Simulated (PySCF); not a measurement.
`[O-][O+]=O`, O$_{3}$

Molfile (atoms numbered from 1):
```
O3
     RDKit          3D

  3  2  0  0  0  0  0  0  0  0999 V2000
   -0.8877   -0.2457    0.5563 O   0  0  0  0  0  0  0  0  0  0  0  0
   -0.0152    0.4188   -0.0094 O   0  0  0  0  0  0  0  0  0  0  0  0
    0.9155   -0.1757   -0.5594 O   0  0  0  0  0  0  0  0  0  0  0  0
  1  2  2  0
  2  3  1  0
M  CHG  2   2   1   3  -1
M  END
```

The calculation used GIAO CAM-B3LYP/aug-pcSseg-2 magnetisability, rotational g tensor and spin-rotation constants, non-relativistic, gas phase (PySCF 2.14.0). Geometry: PBE0-D3(BJ)/def2-SVP.

Problem. What are the magnetisability and the molar susceptibility?

Solution. Isotropic 174 × 10⁻³⁰ J/T², or 10.5 × 10⁻⁶ cm³/mol; principal values -278, 131, 670 × 10⁻³⁰ J/T², anisotropy 824 × 10⁻³⁰ J/T² (root of half the summed squared differences of the principal values). The susceptibility is in cgs units.

Problem. Split it along the inertial axes a, b, c into diamagnetic and paramagnetic parts about the centre of mass, with the quadrupole moment.

Solution. 
```csv
axis,χ (10⁻⁶ cm³/mol),diamagnetic (10⁻⁶ cm³/mol),paramagnetic (10⁻⁶ cm³/mol),summed x² of all electrons (Å²),quadrupole Θ (D Å)
a,40.4,-36.2,76.6,21.6,-2.07
b,7.9,-104.8,112.7,5.5,0.00
c,-16.8,-115.0,98.3,3.1,+2.07
```
Anisotropies 2χaa − χbb − χcc = +89.6 and 2χbb − χaa − χcc = -7.8 × 10⁻⁶ cm³/mol. Θ is traceless in Buckingham's convention.

Problem. And the rotational g tensor?

Solution. 
| axis | rotational constant (GHz) | g | nuclear part | electronic part |
| --- | --- | --- | --- | --- |
| a | 119.3156 | -3.7891 | 0.5038 | -4.2929 |
| b | 14.0392 | -0.2397 | 0.5038 | -0.7435 |
| c | 12.5612 | -0.0762 | 0.5038 | -0.5800 |

Asymmetric top; isotopes 16O; no vibrational averaging.
